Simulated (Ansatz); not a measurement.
# Al₂H (quartet): wave-function methods side by side at distance Al1–Al2 = 5.239 Å, 6-31G

The task here is to estimate one member of a computed series from the others.

The runs use Ansatz 0.2.0, Gaussian basis; 6-31G, core rule «outside noble gas», up to 10 orbitals frozen.

To be run: UHF; CCSD(T) on ROHF; CCSD(T) on UHF; BCCD(T) on ROHF; CISD; CCSDT(Q) on ROHF; CCSDT(Q) on UHF; CISDTQ; CCSDTQ on ROHF; CCSDTQ on UHF; CASSCF and MRCISD+Q, 5 electrons in 5 orbitals; CASSCF and NEVPT2, 5 electrons in 5 orbitals; CASSCF and MRCISD+Q, 7 electrons in 9 orbitals; CASSCF and NEVPT4(SD), 7 electrons in 9 orbitals; CASSCF and NEVPT2, 7 electrons in 9 orbitals; Full CI.

20 further runs of the same task are left out: 18 that didn't finish, 2 set aside as unsound or not needed.

## What is computed

The geometry derives from a PBE0/def2-TZVP stationary point (not a proven minimum). One bond is set to the value named and the two fragments are kept rigid.

3 atoms, charge 0, spin multiplicity 4.

Atoms are counted from 1 here; the program's logs count them from 0.

Bond lengths: Al1–H3 1.583 Å.

The first run:

in.yaml reads:

```yaml
crystal:
  periodic: [false, false, false]
  atoms:
    - {symbol: Al, position_ang: [0.000000, 0.000000, 1.218584]}
    - {symbol: Al, position_ang: [0.000000, 0.000000, -4.020416]}
    - {symbol: H, position_ang: [0.000000, 0.000000, 2.801831]}
basis:
  gaussian: {orbitals: 6-31G}
magnetization: {spin_polarized: true, initial_magnetization: 3}
hamiltonian: {xc: hf}
output: {orbitals: {seedname: orbitals}}
```

Launch:

```
$ ansatz run in.yaml --threads 1 --pin off --events-out ev --progress --plain --max-ram 2393MiB
```

Steps of the session up to this table: UHF; CCSD(T) on ROHF; CCSD(T) on UHF; BCCD(T) on ROHF; CISD; CCSDT(Q) on ROHF; CCSDT(Q) on UHF; CISDTQ; CCSDTQ on ROHF; CCSDTQ on UHF; CASSCF and MRCISD+Q, 5 electrons in 5 orbitals; CASSCF and NEVPT2, 5 electrons in 5 orbitals; CASSCF and MRCISD+Q, 7 electrons in 9 orbitals; CASSCF and NEVPT4(SD), 7 electrons in 9 orbitals; CASSCF and NEVPT2, 7 electrons in 9 orbitals; Full CI.

One table of the session follows, with a row left open; its other results are not shown here.

| method | from FCI (kcal/mol) |
| --- | --- |
| ROHF | ? |
| UHF | +36.72 |
| RMP2 | +15.13 |
| UMP2 | +15.00 |
| CISD | +2.17 |
| RCCSD | +0.74 |
| UCCSD | +0.70 |
| RCCSD(T) | +0.45 |
| UCCSD(T) | +0.43 |
| BCCD(T) | +0.44 |
| RCCSDT | +0.14 |
| UCCSDT | +0.12 |
| CISDTQ | +0.22 |
| RCCSDT(Q) | +0.07 |
| UCCSDT(Q) | +0.06 |
| RCCSDTQ | 0.00 |
| UCCSDTQ | 0.00 |
| FCI | 0 |

Q: Estimate the row for ROHF from the others.

**Answer.** from FCI (kcal/mol): +37.09. In the column «from FCI (kcal/mol)» it is the highest.

Among the levels timed on like hardware and quicker than the yardstick, those that no quicker one beats, quickest first: CISD (1.1 s, +2.17 kcal/mol); RCCSD(T) (2.5 s, +0.45 kcal/mol); BCCD(T) (2.7 s, +0.44 kcal/mol); UCCSD(T) (2.9 s, +0.43 kcal/mol); RCCSDT(Q) (6 s, +0.07 kcal/mol); UCCSDT(Q) (6.5 s, +0.06 kcal/mol).

Left out of the table: CASSCF pair, NEVPT2 pair, MRCISD pair, MRCISD+Q pair, CASSCF valence, NEVPT2 valence, NEVPT4(SD) valence, MRCISD valence, MRCISD+Q valence (the active space lost an orbital or holds another state than full CI finds).

Caveats from the session: The report flags that the cluster equations may have other roots. The yardstick is full CI for this spin, exact in this basis with these frozen cores. The program flags UCCSDT(Q), RCCSDTQ, UCCSDTQ as in doubt, so those rows may rest on another solution; read them beside their warnings. Levels on UHF freeze UHF's core orbitals, full CI those of ROHF, so the U rows can settle a little off it for that reason alone. Restricted and unrestricted rows rest on different reference determinants; where their highest levels disagree by more than a few hundredths of an eV, they describe different states and don't form one ladder. Warnings in the runs' records: other roots.
